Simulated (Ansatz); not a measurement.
1T (CdI2-type) PbI₂, treated with G0W0@HSE06 in Ansatz (plane waves, hard PAW, contour deformation).

The same calculation (at the measured cell, 41.897 Å³/atom) with different numerical settings; throughout: k mesh 3×3×2:

| run | response cutoff (eV) | empty bands | quasiparticle gap on the mesh (eV) | quasiparticle gap at Γ (eV) | rough time |
|---|---|---|---|---|---|
| 1 | 70 | 307 | 3.361 | 4.443 | 5 core-min |
| 2 | 105 | 564 | 3.450 | 4.520 | 9 core-min |
| 3 | 140 | 869 | 3.495 | 4.559 | 20 core-min |
| 4 | 175 | 1214 | 3.520 | 4.578 | 30 core-min |
| 5 | 210 | 1596 | 3.533 | 4.589 | 50 core-min |

In the column quasiparticle gap on the mesh (eV) the first row differs from the last by -0.172 and the next to last by -0.013.

The last row is no converged limit: other settings stay fixed.

Spin–orbit coupling is not included.

Note: filled d or f shells below the valence bands can shift G0W0 gaps through exchange with them, which wasn't tested here. Note: GW on a hybrid start was not checked against another program.

Ansatz is a quantum-chemistry and plane-wave program.
